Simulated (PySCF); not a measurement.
# BH2 (boron dihydride): UHF/3-21G

What is the vertical doublet–quartet gap of BH2 (boron dihydride) at UHF/3-21G? The job is set up through a Python script.

The results are computed with PySCF 2.14.0.

2 further runs of the same task are left out: 2 set aside as unsound or not needed.

## (1) Starting point

BH2 has 3 atoms, charge 0, and is taken as a doublet. As SMILES, `[BH2]`. Geometry: relaxed at GFN2-xTB.

Bond lengths: B1–H2 1.159 Å, B1–H3 1.159 Å. Angles: H2–B1–H3 128.4°.

## (2) A single-point energy at UHF/3-21G

File run.py:

```python
from pyscf import gto, scf

mol = gto.M(
    atom='''
B      0.496696    -0.314129     0.243094
H      0.529161     1.861985     0.493181
H     -1.025857    -1.547856    -0.736294
''',
    max_memory=1860,
    basis='3-21g',
    charge=0,
    spin=1,
    unit='bohr',
    verbose=3,
)

mf = scf.UHF(mol)
mf.conv_tol = 1e-10
mf.kernel()
if not mf.converged:
    mf = mf.newton().run(mf.mo_coeff, mf.mo_occ)

e_final = mf.e_tot
print('E = %.10f Eh' % e_final)
```

On the command line:

```bash
$ OMP_NUM_THREADS=1 python run.py
```

The program printed:

```text
converged SCF energy = -25.6016142078368  <S^2> = 0.75187302  2S+1 = 2.0018721
E = -25.6016142078 Eh
```

Run time: 0.46 s. Hardware: 1 thread of Arm Neoverse V2, shared host; peak memory 0.1 GiB.

## (3) The quartet

File job.py:

```python
from pyscf import gto, scf

mol = gto.M(
    atom='''
B      0.496696    -0.314129     0.243094
H      0.529161     1.861985     0.493181
H     -1.025857    -1.547856    -0.736294
''',
    charge=0,
    spin=3,
    verbose=3,
    unit='bohr',
    basis='3-21g',
    max_memory=1860,
)

mf = scf.UHF(mol)
mf.conv_tol = 1e-10
mf.kernel()
if not mf.converged:
    mf = mf.newton().run(mf.mo_coeff, mf.mo_occ)

energy = mf.e_tot
print('Final energy', energy)
```

On the command line:

```bash
$ OMP_NUM_THREADS=1 python job.py
```

The program printed:

```text
WARN: HOMO 0.00473537304913108 >= LUMO -0.390121659837186

converged SCF energy = -25.4036327295564  <S^2> = 3.7572184  2S+1 = 4.0036076
Final energy -25.4036327295564
```

Wall time 0.48 s (1 thread of Arm Neoverse V2, shared host); peak memory 0.099 GiB.

## (4) Results

Level: UHF/3-21G.

| quantity | value |
| --- | --- |
| doublet: total energy | -25.60161 Eh |
| doublet: dipole moment | 0.31 D |
| doublet: HOMO energy (highest over α and β) | -9.41 eV |
| doublet: LUMO energy (lowest over α and β) | 1.71 eV |
| doublet: ⟨S²⟩ | 0.752 |
| quartet: total energy | -25.40363 Eh |
| quartet: dipole moment | 1.38 D |
| quartet: HOMO energy (highest over α and β) | -8.44 eV |
| quartet: LUMO energy (lowest over α and β) | -3.31 eV |
| quartet: ⟨S²⟩ | 3.757 |
| vertical energy of the quartet above the doublet | 5.387 eV |

**Reading.** At this shape the quartet lies 5.39 eV (520 kJ/mol) above the doublet. Mulliken charges (doublet) run from -0.04 on H2 to +0.09 on B1; they depend strongly on the basis. Mulliken charges (quartet) run from -0.40 on B1 to +0.20 on H3; they depend strongly on the basis.
